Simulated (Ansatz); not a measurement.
Basis-set series for BH3OS, SMILES `OBS`. Charge 0, multiplicity 1. Geometry: relaxed with PBE0-D4/def2-TZVP. It is one conformer, not always the lowest.

```
functional       basis  functions  energy (Eh)  HOMO (eV)  LUMO (eV)
   PBE0-D4  def2-TZVPP        146   -499.94611      -7.90      -0.05
   PBE0-D4  def2-QZVPP        274   -499.96429      -7.93      -0.15
   ωB97M-V  def2-TZVPP        146   -500.13922     -10.09       1.81
   ωB97M-V  def2-QZVPP        274   -500.15655     -10.13       1.39
```

**Question.** Give the rows for def2-SVP. (Estimate.)

**Answer.** The calculation gave: 
| functional | basis | functions | energy (Eh) | HOMO (eV) | LUMO (eV) |
| --- | --- | --- | --- | --- | --- |
| PBE0-D4 | def2-SVP | 61 | -499.68860 | -7.74 | 0.28 |
| ωB97M-V | def2-SVP | 61 | -499.87861 | -9.89 | 2.40 |

Positive LUMOs are unbound and depend on the basis.

Program: Ansatz 0.2.0.
